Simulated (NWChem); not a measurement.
**Correlation energy of N**

SMILES: [N]
```xyz
1

N      0.0000     0.0000     0.0000
```
Charge 0, spin multiplicity 4.

All runs are NWChem calculations.

Basis set: cc-pVDZ. Each correlation energy counts from its own Hartree-Fock reference.

```tsv
method	correlation energy (mHa)
CCSD(T) on UHF	-87.4
UMP2	-70.7
SCS-UMP2	-66.3
CCSD on ROHF	-89.3
CCSD on UHF	-86.8
CCSD[T] on ROHF	-90.0
CCSDT on ROHF	-90.1
CCSD(T) on ROHF	-90.0
CCSD[T] on UHF	-87.4
URI-MP2	-70.7
```

The values span 23.8 mHa, from CCSDT on ROHF (lowest) to SCS-UMP2 (highest). 

The correlated methods keep 1 core orbital frozen. No SCF solution was tested for a lower state. Open-shell Hartree-Fock references start from PBE0 orbitals. Coupled-cluster values serve here as a point of comparison, not as the truth.
